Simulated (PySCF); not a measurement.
A GIAO shielding run with PySCF 2.14.0 with density-fitted response routines (density fitting, non-relativistic, gas phase) on Isocyanogen, C2N2:

```
$ OMP_NUM_THREADS=1 python probes_run.py task.json out

{"job": {"kind": "nmr", "xc": "PBE0", "basis": "pcSseg-2"}, "charge": 0, "multiplicity": 1}
C     -1.570223    -0.800264     0.755912
N     -0.549928    -0.287212     0.470306
C      0.579260     0.280078     0.154660
N      1.578901     0.781972    -0.124329
```

Hardware: 1 thread of an Arm Neoverse N1, shared host. The job also computes population analyses, field gradients.

Q: How large is the calculation?

A: 26 electrons, 144 basis functions and 384 auxiliary functions.

Q: How long does it take, and how much memory does it need?

A: 12 s of wall time, with 14 SCF cycles and 5 response iterations; peak memory 0.52 GiB. Times on a shared host scatter by some tens of per cent.

Q: And these other runs on the same molecule and hardware: GIAO shielding at B97-2/pcSseg-2; GIAO shielding at KT3/pcSseg-2; GIAO shielding at wB97X-D/pcSseg-2?

A: B97-2/pcSseg-2: 144 functions, 7.7 s; KT3/pcSseg-2: 144 functions, 10 s; wB97X-D/pcSseg-2: 144 functions, 9.7 s.
